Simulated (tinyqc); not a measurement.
Worked calculation: CIS and TDHF on RHF in the sto-3g basis, frozen core, for H2F+, spin multiplicity 1. One step of it, computed by the program tinyqc.

Task: Integrals over molecular orbitals. (pq|rs) = sum C_ip C_jq C_kr C_ls (ij|kl), one index at a time.

coefficients C:
```
,MO1,MO2,MO3,MO4,MO5,MO6,MO7
1F 1s,0.994560,-0.247621,0.000000,0.073345,0.000000,-0.117072,0.000000
1F 2s,0.023991,0.928302,0.000000,-0.369334,0.000000,0.780295,0.000000
1F 2px,0.000000,0.000000,0.000000,0.000000,1.000000,0.000000,0.000000
1F 2py,0.000000,0.000000,0.739268,0.000000,0.000000,0.000000,-0.854636
1F 2pz,0.002943,0.132610,0.000000,0.877681,0.000000,0.560410,0.000000
2H 1s,-0.004809,0.087568,0.336645,0.190408,0.000000,-0.778095,0.859674
3H 1s,-0.004809,0.087568,-0.336645,0.190408,0.000000,-0.778095,-0.859674
```

core Hamiltonian H = T + V (hartree):
```
,1F 1s,1F 2s,1F 2px,1F 2py,1F 2pz,2H 1s,3H 1s
1F 1s,-41.171404,-9.662498,0.000000,0.000000,-0.016960,-1.994318,-1.994318
1F 2s,-9.662498,-11.641065,0.000000,0.000000,-0.203133,-4.262752,-4.262752
1F 2px,0.000000,0.000000,-9.260885,0.000000,0.000000,0.000000,0.000000
1F 2py,0.000000,0.000000,0.000000,-9.416239,0.000000,-2.233174,2.233174
1F 2pz,-0.016960,-0.203133,0.000000,0.000000,-9.335979,-1.617395,-1.617395
2H 1s,-1.994318,-4.262752,0.000000,-2.233174,-1.617395,-5.758805,-1.820891
3H 1s,-1.994318,-4.262752,0.000000,2.233174,-1.617395,-1.820891,-5.758805
```

Two-electron integrals (ij|kl) in chemists' order, unique and non-zero (hartree):
```
i,j,k,l,(ij|kl)
1,1,1,1,5.403501
2,1,1,1,0.841920
2,1,2,1,0.156299
2,2,1,1,1.268028
2,2,2,1,0.292344
2,2,2,2,0.926167
3,1,3,1,0.027998
3,2,3,1,0.043169
3,2,3,2,0.204588
3,3,1,1,1.264502
3,3,2,1,0.292403
3,3,2,2,0.925959
3,3,3,3,0.997514
4,1,4,1,0.027998
4,2,4,1,0.043169
4,2,4,2,0.204588
4,3,4,3,0.053770
4,4,1,1,1.264502
4,4,2,1,0.292403
4,4,2,2,0.925959
4,4,3,3,0.889973
4,4,4,4,0.997514
5,1,5,1,0.027998
5,2,5,1,0.043169
5,2,5,2,0.204588
5,3,5,3,0.053770
5,4,5,4,0.053770
5,5,1,1,1.264502
5,5,2,1,0.292403
5,5,2,2,0.925959
5,5,3,3,0.889973
5,5,4,4,0.889973
5,5,5,5,0.997514
6,1,1,1,0.175394
6,1,2,1,0.032263
6,1,2,2,0.059883
6,1,3,3,0.059795
6,1,4,1,0.001079
6,1,4,2,0.002015
6,1,4,4,0.059979
6,1,5,1,0.000751
6,1,5,2,0.001401
6,1,5,4,0.000128
6,1,5,5,0.059884
6,1,6,1,0.006728
6,2,1,1,0.418994
6,2,2,1,0.097789
6,2,2,2,0.342757
6,2,3,3,0.337924
6,2,4,1,0.005431
6,2,4,2,0.041401
6,2,4,4,0.347479
6,2,5,1,0.003776
6,2,5,2,0.028784
6,2,5,4,0.006643
6,2,5,5,0.342542
6,2,6,1,0.020441
6,2,6,2,0.152651
6,3,3,1,0.010537
6,3,3,2,0.061296
6,3,4,3,0.008834
6,3,5,3,0.006142
6,3,6,3,0.023296
6,4,1,1,0.224977
6,4,2,1,0.053211
6,4,2,2,0.199757
6,4,3,3,0.191054
6,4,4,1,0.013140
6,4,4,2,0.084402
6,4,4,4,0.214261
6,4,5,1,0.001809
6,4,5,2,0.016064
6,4,5,4,0.009993
6,4,5,5,0.193731
6,4,6,1,0.011618
6,4,6,2,0.109018
6,4,6,4,0.100614
6,5,1,1,0.156416
6,5,2,1,0.036995
6,5,2,2,0.138881
6,5,3,3,0.132830
6,5,4,1,0.001809
6,5,4,2,0.016064
6,5,4,4,0.136681
6,5,5,1,0.011795
6,5,5,2,0.072464
6,5,5,4,0.011512
6,5,5,5,0.146976
6,5,6,1,0.008078
6,5,6,2,0.075795
6,5,6,4,0.053755
6,5,6,5,0.060669
6,6,1,1,0.548695
6,6,2,1,0.130167
6,6,2,2,0.524083
6,6,3,3,0.505651
6,6,4,1,0.009651
6,6,4,2,0.101688
6,6,4,4,0.542510
6,6,5,1,0.006710
6,6,5,2,0.070698
6,6,5,4,0.025626
6,6,5,5,0.523468
6,6,6,1,0.027419
6,6,6,2,0.290594
6,6,6,4,0.241043
6,6,6,5,0.167586
6,6,6,6,0.774606
7,1,1,1,0.175394
7,1,2,1,0.032263
7,1,2,2,0.059883
7,1,3,3,0.059795
7,1,4,1,-0.001079
7,1,4,2,-0.002015
7,1,4,4,0.059979
7,1,5,1,0.000751
7,1,5,2,0.001401
7,1,5,4,-0.000128
7,1,5,5,0.059884
7,1,6,1,0.006640
7,1,6,2,0.019890
7,1,6,4,0.010330
7,1,6,5,0.007865
7,1,6,6,0.026405
7,1,7,1,0.006728
7,2,1,1,0.418994
7,2,2,1,0.097789
7,2,2,2,0.342757
7,2,3,3,0.337924
7,2,4,1,-0.005431
7,2,4,2,-0.041401
7,2,4,4,0.347479
7,2,5,1,0.003776
7,2,5,2,0.028784
7,2,5,4,-0.006643
7,2,5,5,0.342542
7,2,6,1,0.019890
7,2,6,2,0.127065
7,2,6,4,0.061876
7,2,6,5,0.061283
7,2,6,6,0.201033
7,2,7,1,0.020441
7,2,7,2,0.152651
7,3,3,1,0.010537
7,3,3,2,0.061296
7,3,4,3,-0.008834
7,3,5,3,0.006142
7,3,6,3,0.018845
7,3,7,3,0.023296
7,4,1,1,-0.224977
7,4,2,1,-0.053211
7,4,2,2,-0.199757
7,4,3,3,-0.191054
7,4,4,1,0.013140
7,4,4,2,0.084402
7,4,4,4,-0.214261
7,4,5,1,-0.001809
7,4,5,2,-0.016064
7,4,5,4,0.009993
7,4,5,5,-0.193731
7,4,6,1,-0.010330
7,4,6,2,-0.061876
7,4,6,4,-0.011560
7,4,6,5,-0.029159
7,4,6,6,-0.085769
7,4,7,1,-0.011618
7,4,7,2,-0.109018
7,4,7,4,0.100614
7,5,1,1,0.156416
7,5,2,1,0.036995
7,5,2,2,0.138881
7,5,3,3,0.132830
7,5,4,1,-0.001809
7,5,4,2,-0.016064
7,5,4,4,0.136681
7,5,5,1,0.011795
7,5,5,2,0.072464
7,5,5,4,-0.011512
7,5,5,5,0.146976
7,5,6,1,0.007865
7,5,6,2,0.061283
7,5,6,4,0.029159
7,5,6,5,0.048037
7,5,6,6,0.107673
7,5,7,1,0.008078
7,5,7,2,0.075795
7,5,7,4,-0.053755
7,5,7,5,0.060669
7,6,1,1,0.166609
7,6,2,1,0.039264
7,6,2,2,0.150063
7,6,3,3,0.147265
7,6,4,4,0.150049
7,6,5,1,0.002421
7,6,5,2,0.022218
7,6,5,5,0.152716
7,6,6,1,0.008128
7,6,6,2,0.066780
7,6,6,4,0.041324
7,6,6,5,0.037794
7,6,6,6,0.133949
7,6,7,1,0.008128
7,6,7,2,0.066780
7,6,7,4,-0.041324
7,6,7,5,0.037794
7,6,7,6,0.035621
7,7,1,1,0.548695
7,7,2,1,0.130167
7,7,2,2,0.524083
7,7,3,3,0.505651
7,7,4,1,-0.009651
7,7,4,2,-0.101688
7,7,4,4,0.542510
7,7,5,1,0.006710
7,7,5,2,0.070698
7,7,5,4,-0.025626
7,7,5,5,0.523468
7,7,6,1,0.026405
7,7,6,2,0.201033
7,7,6,4,0.085769
7,7,6,5,0.107673
7,7,6,6,0.342517
7,7,7,1,0.027419
7,7,7,2,0.290594
7,7,7,4,-0.241043
7,7,7,5,0.167586
7,7,7,6,0.133949
7,7,7,7,0.774606
```

Give: one-electron integrals over orbitals h = C^T H C; Two-electron integrals over orbitals.

Result:

one-electron integrals over orbitals h = C^T H C (hartree):
```
,1,2,3,4,5,6,7
1,-41.1528,0.6852,0.0000,-0.1931,0.0000,0.3113,0.0000
2,0.6852,-9.7315,0.0000,0.3069,0.0000,-1.4707,0.0000
3,0.0000,0.0000,-8.2618,0.0000,0.0000,0.0000,2.1164
4,-0.1931,0.3069,0.0000,-8.8912,0.0000,-1.2408,0.0000
5,0.0000,0.0000,0.0000,0.0000,-9.2609,0.0000,0.0000
6,0.3113,-1.4707,0.0000,-1.2408,0.0000,-5.7254,0.0000
7,0.0000,0.0000,2.1164,0.0000,0.0000,0.0000,-6.1353
```

Two-electron integrals over orbitals (pq|rs), unique and non-zero (hartree); the lowest 1 orbital is frozen and left out:
```
p,q,r,s,(pq|rs)
2,2,2,2,0.8623
3,2,3,2,0.1629
3,3,2,2,0.7701
3,3,3,3,0.7557
4,2,2,2,0.0166
4,2,3,3,-0.0039
4,2,4,2,0.1558
4,3,3,2,0.0027
4,3,4,3,0.0481
4,4,2,2,0.8170
4,4,3,3,0.7287
4,4,4,2,-0.0948
4,4,4,4,0.9223
5,2,5,2,0.1791
5,3,5,3,0.0392
5,4,5,2,-0.0380
5,4,5,4,0.0576
5,5,2,2,0.8776
5,5,3,3,0.7578
5,5,4,2,-0.0486
5,5,4,4,0.8473
5,5,5,5,0.9975
6,2,2,2,0.1555
6,2,3,3,0.0980
6,2,4,2,0.0360
6,2,4,4,0.1134
6,2,5,5,0.1617
6,2,6,2,0.0843
6,3,3,2,-0.0255
6,3,4,3,-0.0153
6,3,6,3,0.0639
6,4,2,2,0.1231
6,4,3,3,0.0755
6,4,4,2,-0.0056
6,4,4,4,0.1353
6,4,5,5,0.1280
6,4,6,2,0.0605
6,4,6,4,0.0627
6,5,5,2,0.0572
6,5,5,4,0.0038
6,5,6,5,0.0292
6,6,2,2,0.5978
6,6,3,3,0.5729
6,6,4,2,0.0710
6,6,4,4,0.5488
6,6,5,5,0.5672
6,6,6,2,0.0615
6,6,6,4,0.0308
6,6,6,6,0.5566
7,2,3,2,-0.0572
7,2,4,3,0.0268
7,2,6,3,-0.0304
7,2,7,2,0.0543
7,3,2,2,-0.1908
7,3,3,3,-0.1586
7,3,4,2,0.0613
7,3,4,4,-0.2019
7,3,5,5,-0.2219
7,3,6,2,-0.0760
7,3,6,4,-0.0747
7,3,6,6,-0.0225
7,3,7,3,0.1576
7,4,3,2,0.0614
7,4,4,3,-0.0131
7,4,6,3,-0.0370
7,4,7,2,-0.0118
7,4,7,4,0.0499
7,5,5,3,-0.0253
7,5,7,5,0.0199
7,6,3,2,-0.1009
7,6,4,3,-0.0401
7,6,6,3,0.0761
7,6,7,2,-0.0099
7,6,7,4,-0.0580
7,6,7,6,0.1532
7,7,2,2,0.6327
7,7,3,3,0.6354
7,7,4,2,0.0093
7,7,4,4,0.6103
7,7,5,5,0.6183
7,7,6,2,0.0519
7,7,6,4,0.0294
7,7,6,6,0.5520
7,7,7,3,-0.0719
7,7,7,7,0.5964
```
